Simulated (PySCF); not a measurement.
Reproducing measurements on methyl acetate

**Measured values to compare with.**

From NIST CCCBDB Release 22 (SRD 101), experimental polarizabilities, for the gas: mean polarisability 6.811 Å³.

How close the calculation comes is told at the end.

Methyl acetate, C₃H₆O₂.
Atom-mapped SMILES: `[CH3:1][O:2][C:3]([CH3:4])=[O:5]` (hydrogens: H6, H7, H8 on C1; H9, H10, H11 on C4)

Structure used (PBE0-D3(BJ)/def2-TZVP), in Å, numbered top down from 1:
```
atom  x, y, z in Å
C1     1.840   -0.175    0.108
O2     0.593    0.400   -0.270
C3    -0.493   -0.275    0.133
C4    -1.751    0.427   -0.273
O5    -0.438   -1.299    0.759
H6     1.936   -1.183   -0.297
H7     1.927   -0.224    1.194
H8     2.606    0.477   -0.306
H9    -1.640    0.903   -1.246
H10   -1.969    1.208    0.460
H11   -2.575   -0.283   -0.280
```

Runs made with PySCF (gas phase, on this PBE0-D3(BJ)/def2-TZVP geometry; no spin–orbit coupling):

| level | job | basis functions | wall time |
| --- | --- | --- | --- |
| CAM-B3LYP/aug-cc-pVTZ | 10 singlets by full TDDFT, 4 Tamm–Dancoff triplets, polarisability | 368 | 30 s |
| PBE0/aug-cc-pVTZ | 10 singlets by full TDDFT, 4 Tamm–Dancoff triplets, polarisability, dynamic polarisability | 368 | 27 s |
| wB97X-D/aug-cc-pVTZ | 10 singlets by full TDDFT, 4 Tamm–Dancoff triplets, polarisability, ΔSCF ions | 368 | 86 s |

Hardware: AMD EPYC 9R45, one thread (shared host).

Results beside the measurements:

**Mean polarisability.** Measured: 6.811 Å³ (NIST CCCBDB Release 22 (SRD 101), experimental polarizabilities).

```tsv
level	computed (Å³)	computed − measured (Å³)	% (from the printed values)
CAM-B3LYP/aug-cc-pVTZ	6.778	-0.033	0
PBE0/aug-cc-pVTZ	6.822	+0.011	0
wB97X-D/aug-cc-pVTZ	6.780	-0.031	0
```

The computed values are static and purely electronic, with core orbitals frozen in the response (1 au = 0.148185 Å³). The table of measured values doesn't say here whether a value is static or optical, or holds a vibrational part. The measurement averages over conformers, the calculation has one.

No measured geometry was used, and the causes of the misses weren't examined.
